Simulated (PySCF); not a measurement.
O₃, SMILES O=[O+][O-] (connectivity only; charge and spin as stated), charge -1, multiplicity 2. Atoms are numbered in the order given.

```xyz
3

O      0.0000     1.1550     0.2425
O      0.0000     0.0000    -0.4850
O      0.0000    -1.1550     0.2425
```
Charge -1, spin multiplicity 2.

Coordinates come from a PBE-D3(BJ)/def2-TZVPD optimisation. The isomer is the one that the SMILES or the coordinates give; other isomers of the formula were not compared.

Two levels are set side by side: PBE/pcH-1 (PySCF) and PBE0/pcH-1 (PySCF). Contact hyperfine couplings, same geometry. Differences are taken from unrounded values.

```json
[
 {"quantity": "A(iso) of 17O, atom O1 (MHz)", "PBE0": "-23.4", "PBE": "-9.8", "PBE minus PBE0": "13.6"},
 {"quantity": "A(iso) of 17O, atom O2 (MHz)", "PBE0": "-52.8", "PBE": "-27.3", "PBE minus PBE0": "25.5"},
 {"quantity": "A(iso) of 17O, atom O3 (MHz)", "PBE0": "-23.4", "PBE": "-9.8", "PBE minus PBE0": "13.6"}
]
```

Rough cost on one machine, each run with all the roots and properties that it gave: PBE0 against PBE within a factor of 2.
